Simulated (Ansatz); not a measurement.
**Si2O+ (doublet): from Hartree-Fock to the top rungs, def2-TZVPP**

One table from this session's results is given with a row withheld; the runs are named, their logs left out.

Program: Ansatz 0.2.0, Gaussian basis. Level of theory: def2-TZVPP, core rule «outside noble gas», up to 11 orbitals frozen. These are calculated values, not measurements.

Plan: UHF; ROHF; CCSD(T) on UHF.

2 further runs of the same task are left out: 2 set aside as unsound or not needed.

## What is computed

The geometry is a PBE0/def2-TZVP stationary point (not a proven minimum) of the parent state, kept for this charge and spin.

3 atoms, charge 1, spin multiplicity 2.

Atoms are counted from 1 here; the program's logs count them from 0.

Bond lengths: Si1–O2 1.638 Å, O2–Si3 1.638 Å. Angles: Si1–O2–Si3 180.0°.

Set-up of the first run:

in.yaml reads:

```yaml
crystal:
  periodic: [false, false, false]
  atoms:
    - {symbol: Si, position_ang: [0.000000, 0.000000, 1.638100]}
    - {symbol: O, position_ang: [0.000000, 0.000000, 0.000000]}
    - {symbol: Si, position_ang: [0.000000, 0.000000, -1.638100]}
basis:
  gaussian: {orbitals: def2-TZVPP}
total_charge: 1
magnetization: {spin_polarized: true, initial_magnetization: 1}
hamiltonian: {xc: hf}
output: {orbitals: {seedname: orbitals}}
```

The run is started by

```sh
> ansatz run in.yaml --threads 1 --pin off --events-out ev --progress --plain --max-ram 4096MiB --backend cpu
```

Steps of the session up to this table: UHF; ROHF; CCSD(T) on UHF.

One of the session's tables, all rows but one given; the rest of the session is left out.

```
  method  from UCCSD(T) (meV)
    ROHF             +11639.8
     UHF             +11485.8
    UMP2                    ?
   UCCSD               +531.6
UCCSD(T)                    0
```

Estimate the missing values for UMP2.

As computed: from UCCSD(T) (meV): +1153.6. In the column «from UCCSD(T) (meV)» it lies between UCCSD (+531.6) and UHF (+11485.8).

The program flags UCCSD(T) as in doubt (see the logs), so the zero of the table is itself unsure.

Caveats from the session: The report flags that the cluster equations may have other roots. The program flags UCCSD(T) as in doubt, so the zero of the table is itself unsure. Warnings: coupled cluster took another determinant than the lowest.
